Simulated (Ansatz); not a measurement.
hcp Hf was calculated with PBE-D3(BJ) (Ansatz, a quantum-chemistry and plane-wave program, plane waves, PAW).

Settings: plane-wave cutoff 520 eV, 18×18×8 k mesh (along the axes of the cell as run), Fermi–Dirac smearing 0.1 eV, perturbation theory, scalar-relativistic PAW data made under PBE.

Computed at the level's own relaxed cell.

```xyz
2
Lattice="3.1701 0.0000 0.0000 -1.5851 2.7454 0.0000 0.0000 0.0000 5.0195" Properties=species:S:1:pos:R:3 pbc="T T T"
Hf     1.5851     0.9151     3.7646
Hf     0.0000     1.8303     1.2549
```

Harmonic phonon frequencies (cm⁻¹; i marks an imaginary mode):

```
q point            frequencies
-------  ---------------------
Γ                          ___
M        65 73 123 124 132 140
K                          ___
A          55 55 55 55 111 111
L                          ___
H                          ___
```

Complete the blanks.


- Γ, frequencies: 0 0 0 77 77 113
- K, frequencies: 103 103 114 114 117 158
- L, frequencies: 100 100 102 102 154 154
- H, frequencies: 58 58 139 139 148 148

No imaginary mode appears at these points.

Note: the dispersion coefficients are held fixed in the derivatives.
